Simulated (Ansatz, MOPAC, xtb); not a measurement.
A ladder of methods for CH2BN (SMILES BC#N)

CH2BN, singlet, SMILES `BC#N`. Each level relaxes the structure for itself.

Quantity: the zero-point energy at each level's own minimum, in kJ/mol. The values are calculated.

| level | kind | program | value (kJ/mol) |
| --- | --- | --- | --- |
| MNDO | semi-empirical | MOPAC | 82.8 |
| PM6-DH+ | semi-empirical | MOPAC | 77.0 |
| PM7 | semi-empirical | MOPAC | 70.5 |
| GFN1-xTB | semi-empirical | xtb | 70.8 |
| HF/STO-3G | Hartree–Fock | Ansatz | 87.5 |
| HF/3-21G | Hartree–Fock | Ansatz | 79.3 |
| HF/6-31G* (Cartesian functions) | Hartree–Fock | Ansatz | 78.9 |
| SVWN5/def2-TZVP | LDA | Ansatz | 71.0 |
| PBE/def2-SVP | GGA | Ansatz | 71.0 |
| PBE-D3(BJ)/def2-TZVP | GGA | Ansatz | 71.2 |

Harmonic and unscaled. The values span 70.5 to 87.5 kJ/mol. Without the sets that lack polarisation functions the rows with a basis span only 71.0 to 78.9 kJ/mol.
